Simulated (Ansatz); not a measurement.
```xyz
14

C     1.047   -0.833   -1.098
N    -0.156   -0.951   -0.299
C    -0.760    0.303    0.100
C     0.171    1.114    0.978
O    -1.971    0.011    0.752
H     1.318   -1.816   -1.485
H     0.948   -0.145   -1.955
H     1.881   -0.485   -0.485
H    -0.858   -1.468   -0.814
H    -1.058    0.915   -0.768
H    -0.364    1.986    1.356
H     1.048    1.463    0.430
H     0.510    0.508    1.823
H    -1.755   -0.601    1.465
```

Total charge 0; spin multiplicity 1.

List the r2SCAN/def2-TZVPP orbital energies in eV (the Gaussian-basis code of Ansatz). (Best estimate.)

Computed: Occupied: -515.63, -385.04, -275.01, -273.57, -272.70, -27.16, -23.54, -19.22, -17.56, -15.49, -13.45, -12.03, -11.67, -11.11, -10.37, -9.76, -9.28, -9.14, -8.39, -6.78, -5.59. Lowest empty: 1.13, 1.57, 2.02, 2.51, 2.86, 3.20, 3.47, 3.68.
